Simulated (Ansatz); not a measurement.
in.yaml

```yaml
crystal:
  periodic: [false, false, false]
  atoms:
    - {symbol: P, position_ang: [0.000000, -0.059059, 1.943693]}
    - {symbol: P, position_ang: [0.000000, 0.156690, 0.040834]}
    - {symbol: Si, position_ang: [0.000000, -0.156639, -2.108997]}
    - {symbol: H, position_ang: [0.000000, 1.364462, -2.218417]}
basis:
  gaussian: {orbitals: cc-pVDZ}
total_charge: 1
magnetization: {spin_polarized: false, initial_magnetization: 2}
correlation: {method: mp2, electrons: outside_noble_gas}
output: {forces: true}
```

```sh
$ ansatz run in.yaml --threads 1 --pin off --events-out ev --progress --plain --max-ram 2393MiB
```

Output:

```
614 factors; integrals over basis functions are off by at most 1.3e-3 eV
mean field evaluation 1: about -26408.9931 eV, gradient 1.6e1 eV
mean field evaluation 2: about -26409.0032 eV, gradient 1.6e1 eV
mean field evaluation 4: about -26410.6600 eV, gradient 4.4e0 eV
mean field evaluation 8: about -26410.7952 eV, gradient 1.5e0 eV
mean field evaluation 16: about -26411.3646 eV, gradient 5.9e-3 eV
mean field evaluation 32: about -26409.7949 eV, gradient 5.4e0 eV
mean field evaluation 64: about -26410.8352 eV, gradient 2.8e-1 eV
mean field evaluation 96: about -26410.8278 eV, gradient 2.5e-6 eV
mean field evaluation 128: about -26408.9959 eV, gradient 1.6e1 eV
mean field evaluation 160: about -26410.7007 eV, gradient 1.2e-5 eV
mean field -26411.36457483 eV, -970.5997458593 hartree, gradient 1.4e-6 eV, S^2 2.000000; 16 other end points of the search recorded, 0 dependent functions left out
unrestricted determinant -26412.20689042 eV, -970.6307003860 hartree, S^2 2.7816
15 core orbitals not correlated: weight in the atoms' cores, before any rotation towards them, 1.000 or more for the frozen orbitals, at most 0.000 for the correlated occupied ones
reference -26411.36457483 eV, -970.5997458593 hartree; 8, 6 occupied and 36, 38 virtual orbitals, 614 factors
second order -7.96109039 eV of doubles, -0.05781937 eV of singles
the calculation of the forces begins
mean field evaluation 192: about -26411.3544 eV, gradient 4.8e-2 eV
Total energy: -26419.38348459 eV, -970.8944353575 hartree
Atom 0 at     0.000000    -0.059059     1.943693 Å, force    -0.000000    -0.041485     1.426041 eV/Å
Atom 1 at     0.000000     0.156690     0.040834 Å, force     0.000000    -0.677656    -0.397527 eV/Å
Atom 2 at     0.000000    -0.156639    -2.108997 Å, force    -0.000000     1.267298     0.009936 eV/Å
Atom 3 at     0.000000     1.364462    -2.218417 Å, force     0.000000    -0.548158    -1.038450 eV/Å
Dipole moment:    -0.000000    -0.122893    -0.460692 e Å
```

Forces (eV/Å):
```
P    0.000 -0.041  1.426
P    0.000 -0.678 -0.398
Si   0.000  1.267  0.010
H    0.000 -0.548 -1.038
```

Ran on 1 thread of Arm Neoverse V1, shared host: 7.5 s wall, 0.2 GiB peak host memory.
